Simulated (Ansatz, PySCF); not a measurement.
Species: C$_{3}$H$_{3}$, charge 0, doublet. C3H3 (SMILES C(C)#[C], doublet).
B3LYP-D3(BJ)/def2-TZVP minimum from Ansatz (a first-principles code):
```
C
H 1 1.0921
H 1 1.0921 2 109.45
H 1 1.0948 2 107.59 3 -116.62
C 1 1.4493 2 111.24 4 -120.05
C 5 1.2489 1 163.28 2 118.85
```
Charge 0, spin multiplicity 2.

Wanted: enthalpy of formation at 298 K (by atomisation, with ideal-gas terms from PySCF's Hessian at B3LYP-D3(BJ)/def2-TZVP and the atoms' measured values of the G2/97 table; no spin-orbit terms), in kcal/mol. UHF or UKS for unpaired electrons; spin-orbit terms are left out. Correlated methods leave the cores frozen. Rows without X2C or -DK are non-relativistic. CBS(X,Y): correlation extrapolated as X^-3, Hartree-Fock from the larger set. A bracket is a step between two methods taken in the basis named. Functionals run without relativity, which enters their misses. 'core' is core correlation in cc-pwCVTZ, 'X2C' scalar relativity in cc-pVTZ-DK, both at CCSD(T). Where a partner has so few electrons that a lower coupled-cluster level is exact, that level stands in. The UHF reference of C3H3 ([C]#CC, doublet) is spin-contaminated (<S^2> up to 0.09 over the pure value in the sets run). The determinant of C3H3 ([C]#CC, doublet) is a saddle point of the SCF energy; a lower one exists, which strains HF and MP2.

| level | program | enthalpy of formation at 298 K (kcal/mol) | difference against the last row |
|---|---|---|---|
| HF/cc-pVTZ | Ansatz | 285.5 | 160.9 |
| B3LYP/def2-TZVPD | Ansatz | 127.4 | 2.8 |
| PBE0/def2-TZVPD | Ansatz | 121.2 | -3.4 |
| CAM-B3LYP/def2-TZVPD | Ansatz | 126.9 | 2.3 |
| CCSDT(Q)/aug-cc-pVDZ | Ansatz | 168.3 | 43.7 |
| CCSDT(Q)/cc-pVDZ | Ansatz | 169.7 | 45.1 |
| CCSD(T)/CBS(cc-pVTZ,cc-pVQZ) + [CCSDT(Q) - CCSD(T)]/cc-pVDZ + core + X2C | Ansatz | 124.6 | 0.0 |
